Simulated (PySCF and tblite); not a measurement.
cyclohexene, C6H10, numbered as in [CH:1]1=[CH:2][CH2:3][CH2:4][CH2:5][CH2:6]1.

Search: ETKDG and KDG, MMFF94s, GFN2-xTB, 60 starts; geometries at GFN2-xTB. Free energies are PBE0-D3(BJ)/pcSseg-1 (IEF-PCM, chloroform) single points with GFN2-xTB rigid-rotor and vibrational terms (modes under about 100 cm⁻¹ blended into free rotors). Symmetry numbers and mirror images are counted. Conformers within 3 kcal/mol (GFN2-xTB free energy) were kept, 5 at most. GIAO shieldings: PBE0/pcSseg-1 (IEF-PCM, chloroform). Shifts are against TMS (¹H), TMS (¹³C) at the same level. Codes: tblite and PySCF.

The 6-ring runs over atoms 1–2–3–4–5–6. Of a mirror pair one member is shown.

```csv
conformer,shape,weight %,dipole D
1,"6-ring half-chair (ring torsions 16, -47, 64, -47, 16, 0°)",100.0,0.40
```

How do the computed shifts compare with measured ones?


```json
{"nucleus": "¹H", "signal": "H1/H2", "leading conformer": "6.10", "average": "6.10", "measured": "5.68", "medium": "not stated in the table (CDCl3 in this author's series)"}
{"nucleus": "¹H", "signal": "H3/H6", "leading conformer": "2.16", "average": "2.16", "measured": "1.99", "medium": "not stated in the table (CDCl3 in this author's series)"}
{"nucleus": "¹H", "signal": "H4/H5", "leading conformer": "1.62", "average": "1.62", "measured": "1.61", "medium": "not stated in the table (CDCl3 in this author's series)"}
```

Measured values: The use of chemical shift calculations in the conformational analysis of substituted benzenes, New J. Chem. 2019 (ESI). Mean difference for ¹H: 0.20 ppm, scatter 0.17 ppm. The computed shifts are unscaled and lack vibrational corrections.
